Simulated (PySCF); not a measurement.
C₃H₇F.
Numbering: `[CH3:1][CH:2]([CH3:3])[F:4]` (hydrogens: H5, H6, H7 on C1; H8 on C2; H9, H10, H11 on C3)

The calculation used core-valence-separated Tamm–Dancoff BHandHLYP/aug-pcX-1 (pcseg-1 on H) in PySCF, non-relativistic, gas phase, PBE0-D3(BJ)/def2-SVP geometry.

Computed carbon K-edge spectrum, Gaussian lines of 0.4 eV full width, highest printed point 100; it ends one width below the last computed root. The energies are unshifted.

```tsv
photon energy (eV)	absorption
285.0	0
285.1	2
285.2	5
285.3	12
285.4	19
285.5	21
285.6	17
285.7	11
285.8	11
285.9	25
286.0	53
286.1	86
286.2	100
286.3	84
286.4	51
286.5	23
286.6	11
286.7	10
286.8	14
286.9	22
287.0	37
287.1	55
287.2	64
287.3	56
287.4	37
287.5	22
```

Task: Assign the maxima to core holes.

Result: 3 maxima:
- 285.5 eV: C1/C3 (methyl carbon), 285.49 eV, f = 0.023, sum of 2, 100 % of the height at the exact maximum
- 286.2 eV: C1/C3 (methyl carbon), 286.23 eV, f = 0.062, sum of 2, 56 % of the height at the exact maximum; C1/C3 (methyl carbon), 286.15 eV, f = 0.049, sum of 2, 44 % of the height at the exact maximum
- 287.2 eV: C2 (sp3 C–F carbon), 287.20 eV, f = 0.061, 88 % of the height at the exact maximum

Further lines of some strength in the range: C1/C3, 286.83 eV, f = 0.011, sum of 2; C1/C3, 287.30 eV, f = 0.008, sum of 2.

Roots within 0.03 eV on the same or equivalent atoms count as one line; shares under 12 % aren't listed.

Vibrational structure and lifetime widths aren't in the curve. The ionisation threshold wasn't computed; near and above it a finite basis only mimics Rydberg series and continuum.
